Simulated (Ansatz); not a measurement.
A nudged elastic band was laid between two geometries of BF₂H (4 atoms, charge 0, multiplicity 1).

Theory: RKS B3LYP-D4/def2-SVP (Ansatz).

```
movable images  : 9
climbing image  : yes
spring          : 5.0 eV/Å²
optimiser       : quadratic models (default)
start path      : through a guess of the saddle point
force threshold : 0.05 eV/Å
iteration limit : 60
end points      : relaxed
```

First end point:

```xyz
4
Properties=species:S:1:pos:R:3
B 0.279 0.000 0.201
H 0.217 0.000 1.400
F 1.440 0.000 -0.417
F -0.812 0.000 -0.535
```

Last end point:

```xyz
4
Properties=species:S:1:pos:R:3
B -0.620 0.000 -0.144
H 1.322 0.000 0.551
F 2.216 0.000 0.835
F -1.794 0.000 -0.592
```

(1) Which bonds break or form, and what moves?

(2) What energy profile does the band end with?

(3) What is the geometry of the highest image?

Answers

(1) Bonds broken: B1–H2, B1–F3. Bonds formed: H2–F3. BF2H becomes BF + FH.

(2) It converged. The highest image is number 4 of 0 to 10, 106.8 kcal/mol above the first end and 13.6 kcal/mol above the last; the last end lies 93.2 kcal/mol above the first. Neighbouring images differ by up to 1.9 eV, so the band resolves the path poorly. A vibrational analysis at the climbing image gives one clearly imaginary mode, 1227i cm⁻¹: a first-order saddle point. The orbitals stay closed-shell, which can raise the energy where a bond breaks towards radicals; this wasn't checked here.

```
image  path coordinate (Å)  energy (kcal/mol)  B1–H2 (Å)  B1–F3 (Å)  H2–F3 (Å)
    0                 0.00                0.0       1.20       1.32       2.19
    1                 0.29               10.4       1.19       1.32       1.92
    2                 0.58               43.3       1.19       1.41       1.63
    3                 0.88               88.0       1.24       1.61       1.38
    4                 1.17              106.8       1.38       1.84       1.14
    5                 1.50               98.3       1.69       2.17       0.97
    6                 1.83               94.3       1.98       2.51       0.94
    7                 2.15               93.7       2.05       2.71       0.94
    8                 2.48               93.5       2.05       2.84       0.94
    9                 2.81               93.3       2.06       2.94       0.94
   10                 3.14               93.2       2.06       3.00       0.94
```

(3) 
```xyz
4
Properties=species:S:1:pos:R:3:forces:R:3
B -0.328 0.000 0.342 0.00 0.00 0.01
H 0.871 0.000 1.026 0.00 0.00 -0.03
F 1.494 0.000 0.065 -0.01 0.00 0.02
F -0.913 0.000 -0.784 0.01 0.00 0.00
```

Run time: 87 s on 1 thread of Arm Neoverse V1, with other jobs on the host, peak memory 0.091 GiB.
